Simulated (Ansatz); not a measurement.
## CCSD(T) against full CI for several species

Each species is computed at the geometry given (Å), with frozen cores, in Ansatz 0.2.0: RHF-CCSD(T) for singlets, UHF-CCSD(T) otherwise, and full CI in the same basis. The program picks the determinant by trial CCSD, so it needn't be the lowest Hartree–Fock solution. States: HMgNa Σ⁺ or Δ, HBBe A', NH⁻ Π, O2 Σg⁻ or Δg. Cases whose determinant has another symmetry than full CI's state, or whose (Q) step broke down, weren't drawn.

Judging by size, spin and bonding and the diagnostics given, rank them by the size of CCSD(T)'s error in total energy against full CI in the same basis, smallest first (an estimate).
A. HMgNa, singlet, cc-pVTZ: Na 0.000 0.000 2.274; Mg 0.000 0.000 -0.371; H 0.000 0.000 -1.903. T1 0.014, (T) -26 meV in a correlation energy of -1.99 eV
B. HBBe, singlet, 6-31G: B 0.000 -0.168 0.784; Be 0.000 0.113 -1.111; H 0.000 0.788 1.527. T1 0.048, (T) -163 meV in a correlation energy of -3.55 eV
C. O₂, triplet, 6-31G: O 0.000 0.000 0.000; O 0.000 0.000 1.193. T1 0.013, (T) -148 meV in a correlation energy of -6.42 eV
D. NH⁻, doublet, 6-31++G**: N 0.000 0.000 0.000; H 0.000 0.000 0.811. T1 0.023, (T) -107 meV in a correlation energy of -4.63 eV

A (8.3 meV), D (26.6 meV), B (36.1 meV), C (52.3 meV).

```tsv
species	basis	correlated electrons	CCSD(T) − full CI (meV)	CCSDT(Q) − full CI (meV)	unpaired electrons (full CI)	T1	⟨S²⟩ of the determinant
HMgNa, singlet	cc-pVTZ	4	8.3	0.2	0.11	0.014	0.00
NH⁻, doublet	6-31++G**	7	26.6	-1.6	1.04	0.023	0.78
HBBe, singlet	6-31G	6	36.1	2.1	0.95	0.048	0.00
O2, triplet	6-31G	12	52.3	0.1	2.04	0.013	2.03
```

Unpaired electrons are Σ n²(2−n)² over natural occupations; an open shell counts its own unpaired electrons too. Frozen cores follow each run's orbitals, which moves totals by a few meV. No single determinant describes HBBe, singlet well, by full CI's occupations.
